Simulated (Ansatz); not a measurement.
hcp Zr, treated with RPBE (Ansatz, a first-principles code, plane waves, PAW).

Numerical settings: plane-wave cutoff 520 eV, 18×18×12 k mesh (along the axes of the cell as run), Fermi–Dirac smearing 0.05 eV, scalar-relativistic PAW data made under PBE.

Properties against volume:

Shape and atoms are relaxed at each volume.

| V (Å³/atom) | P (GPa) | c (Å) | a (Å) |
|---|---|---|---|
| 23.001 | 3.88 | 5.145 | 3.213 |
| 23.480 | 1.86 | 5.175 | 3.237 |
| 23.960 | 0.00 | 5.206 | 3.260 |
| 24.439 | -1.71 | 5.236 | 3.283 |
| 24.918 | -3.28 | 5.267 | 3.305 |

Note: the bulk modulus comes from volumes at which shape and atoms were relaxed.
